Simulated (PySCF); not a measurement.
# BO: energy against distance

Set-up: B aug-pcseg-1, O aug-pcseg-1; no relativity (PySCF 2.14). Energies in eV from B + O in their ground configurations at the same level. State: ²Σ⁺ (doublet), unpaired electrons σ ↑.

All columns are PBE0. A positive dipole means B(−)O(+).

```json
{"R (Å)": "1.038", "E (eV)": "-6.616", "μ (D)": "-1.89", "Mulliken charge on B (basis-dependent)": "-0.05", "HOMO (eV)": "-9.61", "LUMO (eV)": "-3.92", "Mayer bond order": "2.14", "⟨S²⟩": "0.76"}
{"R (Å)": "1.086", "E (eV)": "-7.613", "μ (D)": "-2.05", "Mulliken charge on B (basis-dependent)": "0.07", "HOMO (eV)": "-9.73", "LUMO (eV)": "-4.07", "Mayer bond order": "2.12", "⟨S²⟩": "0.76"}
{"R (Å)": "1.135", "E (eV)": "-8.175", "μ (D)": "-2.21", "Mulliken charge on B (basis-dependent)": "0.17", "HOMO (eV)": "-9.83", "LUMO (eV)": "-4.21", "Mayer bond order": "2.10", "⟨S²⟩": "0.76"}
{"R (Å)": "1.171", "E (eV)": "-8.377", "μ (D)": "-2.32", "Mulliken charge on B (basis-dependent)": "0.24", "HOMO (eV)": "-9.90", "LUMO (eV)": "-4.32", "Mayer bond order": "2.08", "⟨S²⟩": "0.76"}
{"R (Å)": "1.207", "E (eV)": "-8.432", "μ (D)": "-2.43", "Mulliken charge on B (basis-dependent)": "0.30", "HOMO (eV)": "-9.97", "LUMO (eV)": "-4.43", "Mayer bond order": "2.05", "⟨S²⟩": "0.76"}
{"R (Å)": "1.243", "E (eV)": "-8.372", "μ (D)": "-2.54", "Mulliken charge on B (basis-dependent)": "0.36", "HOMO (eV)": "-10.02", "LUMO (eV)": "-4.54", "Mayer bond order": "2.03", "⟨S²⟩": "0.76"}
{"R (Å)": "1.292", "E (eV)": "-8.152", "μ (D)": "-2.68", "Mulliken charge on B (basis-dependent)": "0.43", "HOMO (eV)": "-10.08", "LUMO (eV)": "-4.67", "Mayer bond order": "2.00", "⟨S²⟩": "0.76"}
{"R (Å)": "1.352", "E (eV)": "-7.719", "μ (D)": "-2.84", "Mulliken charge on B (basis-dependent)": "0.50", "HOMO (eV)": "-9.91", "LUMO (eV)": "-4.84", "Mayer bond order": "1.96", "⟨S²⟩": "0.77"}
{"R (Å)": "1.424", "E (eV)": "-7.054", "μ (D)": "-3.01", "Mulliken charge on B (basis-dependent)": "0.56", "HOMO (eV)": "-9.60", "LUMO (eV)": "-5.05", "Mayer bond order": "1.92", "⟨S²⟩": "0.77"}
{"R (Å)": "1.521", "E (eV)": "-6.056", "μ (D)": "-3.19", "Mulliken charge on B (basis-dependent)": "0.61", "HOMO (eV)": "-9.28", "LUMO (eV)": "-5.30", "Mayer bond order": "1.86", "⟨S²⟩": "0.77"}
```

A fit through these points gives, at Re = 1.205 Å, μ = -2.43 D and dμ/dR = -3.05 D/Å; the reduced mass is 6.521 u.

Problem. How strong is the fundamental in the double-harmonic approximation, I = 42.26·(dμ/dR)²/μred km/mol?

Solution. I = 42.26·(-3.05)²/6.521 = 60.3 km/mol at PBE0.

The state was picked by a PBE0 search and need not be the measured ground state.
